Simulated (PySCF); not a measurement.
Species: C4H11P.
Cartesian coordinates in Å at the PBE0-D3(BJ)/def2-SVP level; atoms count from 1:
```xyz
16
C4H11P angstrom
C      0.2967    1.4800    1.2248
P      0.0483    0.2078    0.1669
C      1.3614   -0.4207   -0.9836
C     -1.3028    0.5832   -0.9937
C     -0.4032   -1.3091    1.0656
H      0.8986    1.2859    2.1171
H      0.3465    2.4871    0.8022
H      1.0244   -1.2633   -1.6096
H      2.2288   -0.7364   -0.3847
H      1.6824    0.4079   -1.6329
H     -1.0379    1.4938   -1.5520
H     -2.2187    0.7809   -0.4211
H     -1.4647   -0.2372   -1.7073
H     -0.6016   -2.1419    0.3754
H      0.4306   -1.5863    1.7276
H     -1.2874   -1.1048    1.6839
```

Method: core-valence-separated Tamm–Dancoff BHandHLYP/aug-pcX-1 (pcseg-1 on H, def2-SVPD on P) in PySCF, non-relativistic, gas phase, PBE0-D3(BJ)/def2-SVP geometry. No empirical shift is added; at this level the pattern usually sits a few eV under experiment.

The lowest roots of each edge with f over 0.003 (five at most, numbered afresh; weaker and dark ones are left out), with transition dipoles (au) in the frame of the coordinates:

```tsv
root	edge	E (eV)	f	μx	μy	μz
1	C	284.19	0.0092	-0.0340	-0.0011	0.0130
2	C	284.69	0.0313	0.0322	-0.0376	-0.0452
3	C	284.77	0.0188	0.0141	-0.0323	0.0382
4	C	285.01	0.0081	0.0259	0.0207	0.0081
5	C	285.33	0.0037	0.0058	0.0173	0.0137
```

Question: Molecules are fixed in this frame and the field points along x. What effective strengths 3 f cos²θ do the roots have (θ between field and μ)?

Answer: root 1 (C1): 0.024, root 2 (C1): 0.022, root 3 (C1): 0.004, root 4 (C1): 0.014, root 5 (C1): 0.001. Averaged over all orientations cos²θ is 1/3, which gives f back.

Time: 12 s wall; peak memory 0.94 GiB. Hardware: an Arm Neoverse V1 with one thread, on a shared host.
